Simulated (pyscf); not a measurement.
PySCF, gas phase, ωB97X-D3(BJ)/def2-SVP geometries.

Task: PBE/def2-TZVP puts the barrier of H₃C–CH₂–ZnH (SMILES C[CH2][ZnH]) + H₂S (SMILES S) → H₃C–CH₃ (SMILES CC) + HS–ZnH (SMILES [SH][ZnH]) (four-centre exchange; singlet surface; C–Zn, H–S broken, C–H, S–Zn formed) at 0.56 eV and the reaction energy at -1.36 eV, from the separated reactants. What do r²SCAN/def2-TZVP, M06-2X/def2-TZVP, ωB97M-D3(BJ)/def2-TZVP give on the same structures?

Result: r²SCAN: ΔE‡ = 0.50 eV, ΔE = -1.42 eV; M06-2X: ΔE‡ = 0.60 eV, ΔE = -1.48 eV; ωB97M-D3(BJ): ΔE‡ = 0.78 eV, ΔE = -1.37 eV. PBE's barrier lies among them. Its reaction energy lies over all of them, by 0.02 to 0.12 eV. On the reactant side the descent ends in a complex, 0.29 eV under the separated species and 0.95 eV under the saddle at ωB97X-D3(BJ)/def2-TZVP. At ωB97X-D3(BJ)/def2-TZVP the barrier from the zero used here is 0.66 eV. This is the saddle that the search found; another between the same sides may lie lower. Elements up to Kr have no core potential and no relativistic terms here.
